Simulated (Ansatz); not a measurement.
A calculation with Ansatz (development build ahead of 0.2.0).

```yaml
crystal:
  periodic: [false, false, false]
  atoms:
    - { symbol: Si, position_ang: [0.0, 0.0, 0.0] }
    - { symbol: H, position_ang: [0.86187, 0.86187, 0.86187] }
    - { symbol: H, position_ang: [0.86187, -0.86187, -0.86187] }
    - { symbol: H, position_ang: [-0.86187, 0.86187, -0.86187] }
    - { symbol: H, position_ang: [-0.86187, -0.86187, 0.86187] }
basis:
  gaussian: { orbitals: cc-pVTZ }
hamiltonian:
  xc: hf
correlation:
  method: mp2
  frozen_orbitals: { H: 0, Si: 5 }
```

The input is written out in the form of the current development build from the run's settings.

Output:

```
Converged                       : yes
Reference energy                : -291.26026 hartree
Correlation energy              : -0.14317 hartree
Total energy                    : -291.40344 hartree
Spin squared of the determinant : 0.000
```
